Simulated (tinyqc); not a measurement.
UKS/LDA (PW92) in the sto-3g basis, for LiH+, spin multiplicity 2, step by step (part 2 of 2). Computed by tinyqc, a small Python program that keeps every step (integrals from PySCF). Command: `OMP_NUM_THREADS=1 python tinyqc.py 22399 22400 out.jsonl` (the two numbers bound the seeds that draw the settings). One thread of a shared host (Intel(R) Xeon(R) Processor @ 2.60GHz), about 1 s of CPU time with the checks.

Geometry (angstrom):
```
atom         x         y         z
Li    0.000000  0.000000  0.000000
H     0.000000  0.000000  1.872000
```

## Iteration 8 (converged): orbitals

converged F(alpha) (hartree), lower triangle:
```
            1Li 1s     1Li 2s    1Li 2px    1Li 2py    1Li 2pz      2H 1s
1Li 1s   -2.087356
1Li 2s   -0.587818  -0.448159
1Li 2px   0.000000   0.000000  -0.198533
1Li 2py   0.000000   0.000000   0.000000  -0.198533
1Li 2pz  -0.002776  -0.071592   0.000000   0.000000  -0.269150
2H 1s    -0.095328  -0.245499   0.000000   0.000000  -0.306008  -0.511787
```

converged F(beta) (hartree), lower triangle:
```
            1Li 1s     1Li 2s    1Li 2px    1Li 2py    1Li 2pz      2H 1s
1Li 1s   -2.084823
1Li 2s   -0.585953  -0.424267
1Li 2px   0.000000   0.000000  -0.183436
1Li 2py   0.000000   0.000000   0.000000  -0.183436
1Li 2pz  -0.001013  -0.044512   0.000000   0.000000  -0.227938
2H 1s    -0.094464  -0.201040   0.000000   0.000000  -0.234172  -0.264229
```

X, lower triangle:
```
            1Li 1s     1Li 2s   1Li 2px   1Li 2py    1Li 2pz     2H 1s
1Li 1s    1.023393
1Li 2s   -0.130508   1.078267
1Li 2px   0.000000   0.000000  1.000000
1Li 2py   0.000000   0.000000  0.000000  1.000000
1Li 2pz  -0.007189   0.074937  0.000000  0.000000   1.101209
2H 1s     0.016547  -0.211444  0.000000  0.000000  -0.286585  1.154914
```

Diagonalise F' = X^T F X, C = X C', fill 2 alpha and 1 beta electrons from the bottom; D(s) = C_occ C_occ^T. Each column has its largest component positive (the first on a tie).

F' = X^T F X (alpha) (hartree), lower triangle:
```
           1          2          3          4          5          6
1  -2.039115
2  -0.304998  -0.310697
3   0.000000   0.000000  -0.198533
4   0.000000   0.000000   0.000000  -0.198533
5  -0.001859  -0.012231   0.000000   0.000000  -0.178886
6  -0.002397  -0.113137   0.000000   0.000000  -0.170983  -0.411062
```

orbital energies (alpha) (hartree): MO1 -2.091651, MO2 -0.540057, MO3 -0.230893, MO4 -0.198533, MO5 -0.198533, MO6 -0.077159

coefficients C (alpha):
```
               MO1        MO2        MO3        MO4       MO5        MO6
1Li 1s    0.986527  -0.106856  -0.268820   0.000000  0.000000  -0.088160
1Li 2s    0.051746   0.231039   0.986343   0.000000  0.000000   0.448427
1Li 2px   0.000000   0.000000   0.000000  -0.003069  0.999995   0.000000
1Li 2py   0.000000   0.000000   0.000000   0.999995  0.003069   0.000000
1Li 2pz   0.005401   0.236267  -0.314310   0.000000  0.000000   1.070429
2H 1s    -0.005292   0.781806  -0.287350   0.000000  0.000000  -0.875854
```

F' = X^T F X (beta) (hartree), lower triangle:
```
           1          2          3          4          5          6
1  -2.036638
2  -0.305805  -0.290261
3   0.000000   0.000000  -0.183436
4   0.000000   0.000000   0.000000  -0.183436
5  -0.002464   0.007444   0.000000   0.000000  -0.151251
6  -0.003522  -0.120784   0.000000   0.000000  -0.169360  -0.142389
```

orbital energies (beta) (hartree): MO1 -2.088934, MO2 -0.369738, MO3 -0.214292, MO4 -0.183436, MO5 -0.183436, MO6 0.052424

coefficients C (beta):
```
               MO1        MO2        MO3        MO4       MO5        MO6
1Li 1s    0.986912  -0.172027  -0.224973   0.000000  0.000000   0.102422
1Li 2s    0.050455   0.511285   0.822613   0.000000  0.000000  -0.537926
1Li 2px   0.000000   0.000000   0.000000  -0.339836  0.940485   0.000000
1Li 2py   0.000000   0.000000   0.000000   0.940485  0.339836   0.000000
1Li 2pz   0.003846   0.395020  -0.566016   0.000000  0.000000  -0.907761
2H 1s    -0.005485   0.502726  -0.209245   0.000000  0.000000   1.079070
```

D(alpha) after iteration 8, lower triangle:
```
            1Li 1s    1Li 2s   1Li 2px   1Li 2py   1Li 2pz     2H 1s
1Li 1s    0.984655
1Li 2s    0.026361  0.056057
1Li 2px   0.000000  0.000000  0.000000
1Li 2py   0.000000  0.000000  0.000000  0.000000
1Li 2pz  -0.019918  0.054867  0.000000  0.000000  0.055852
2H 1s    -0.088762  0.180354  0.000000  0.000000  0.184687  0.611249
```

D(beta) after iteration 8, lower triangle:
```
            1Li 1s     1Li 2s   1Li 2px   1Li 2py    1Li 2pz     2H 1s
1Li 1s    0.973995
1Li 2s    0.049795   0.002546
1Li 2px   0.000000   0.000000  0.000000
1Li 2py   0.000000   0.000000  0.000000  0.000000
1Li 2pz   0.003795   0.000194  0.000000  0.000000   0.000015
2H 1s    -0.005413  -0.000277  0.000000  0.000000  -0.000021  0.000030
```

Within a degenerate level the vectors are fixed only up to a rotation; this is one choice.

## Convergence

Stop when the energy changes by less than 1e-09 hartree and every element of the error matrix X^T (F D S - S D F) X (for each spin) is below 9e-06.

Course of the cycle:
```
iteration  E (hartree)     change  largest element of the error matrix
1          -6.48562094          -                             5.26e-02
2          -7.49936684  -1.01e+00                             5.78e-02
3          -7.50612307  -6.76e-03                             7.23e-03
4          -7.50630941  -1.86e-04                             1.46e-03
5          -7.50631692  -7.51e-06                             3.01e-04
6          -7.50631723  -3.12e-07                             6.13e-05
7          -7.50631725  -1.30e-08                             1.25e-05
8          -7.50631725  -5.39e-10                             2.55e-06
```

PySCF UKS in the same basis, fine grid, after a stability check = -7.50589082 hartree

Converged in 8 iterations. The coarse grid moves the energy by -4.26e-04 hartree.

## Populations, bond orders and dipole

overlap S, lower triangle:
```
           1Li 1s    1Li 2s   1Li 2px   1Li 2py   1Li 2pz     2H 1s
1Li 1s   1.000000
1Li 2s   0.241137  1.000000
1Li 2px  0.000000  0.000000  1.000000
1Li 2py  0.000000  0.000000  0.000000  1.000000
1Li 2pz  0.000000  0.000000  0.000000  0.000000  1.000000
2H 1s    0.036869  0.328546  0.000000  0.000000  0.453500  1.000000
```

Mulliken: Z minus the diagonal of D S on the atom; Loewdin: the same with S^(1/2) D S^(1/2); Mayer order: 2 sum_s sum (D(s) S)_ij (D(s) S)_ji over the two atoms.

Charges (e):
```
atom  Mulliken   Loewdin  Mulliken spin
1Li   0.750716  0.709925       0.248744
2H    0.249284  0.290075       0.751256
```

Mayer bond orders:
```
pair     order
2-1   0.373472
```

dipole moment about the origin, x y z (debye): 0.000000  0.000000  0.854746

<S^2> of the determinant (pure state: 0.75) = 0.750002
